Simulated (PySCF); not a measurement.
Two species compared at the same levels of theory.

First species: C9H11N.
InChI=1S/C9H11N/c1-3-8-6-4-5-7-9(8)10-2/h3-7,10H,1H2,2H3

Second species: cyclopropenone, C₃H₂O.
Bonds: O1–C2 (double), C2–C3, C3–C4 (double), C2–C4. Hydrogens: H5 on C3; H6 on C4.

Levels: PBE0/pcSseg-1 for dipole moment, HOMO energy, LUMO energy and HOMO–LUMO gap; GFN2-xTB for rotational constant A and rotational constant C. Geometries: GFN2-xTB. Each species is one conformer at its optimised geometry, gas phase, non-relativistic unless stated. Electronic properties by PySCF.

The conformers computed, where there is a choice (atom-mapped SMILES and torsion angles):
- `[CH2:1]=[CH:2][c:3]1[cH:4][cH:5][cH:6][cH:7][c:8]1[NH:9][CH3:10]`: C1–C2–C3–C4 -35°, C7–C8–N9–C10 10°

Values for the first species:

* Dipole moment: 1.89 D
* HOMO energy: -5.67 eV
* LUMO energy: -0.73 eV
* HOMO–LUMO gap: 4.94 eV
* Rotational constant A: 1.625 GHz
* Rotational constant C: 0.752 GHz

Problem. Estimate the same properties for the second species, and the change in each.

Solution. 
```csv
property,first,second,second less first
dipole moment,1.89 D,4.08 D,+2.19 D
HOMO energy,-5.67 eV,-7.03 eV,-1.36 eV
LUMO energy,-0.73 eV,-1.21 eV,-0.48 eV
HOMO–LUMO gap,4.94 eV,5.82 eV,+0.88 eV
rotational constant A,1.625 GHz,32.104 GHz,+30.479 GHz
rotational constant C,0.752 GHz,6.355 GHz,+5.603 GHz
```

On the first: The dipole equals about 6.3 × 10⁻³⁰ C·m (1 D = 3.33564 × 10⁻³⁰ C·m). A dipole of 1.89 D is allowed in C1, and pure rotational transitions are dipole-allowed.

On the second: Point group C2v permits a dipole; with 4.08 D the species has a pure rotational spectrum. In atomic units the dipole is 1.60 e·bohr (1 au = 2.5417 D).
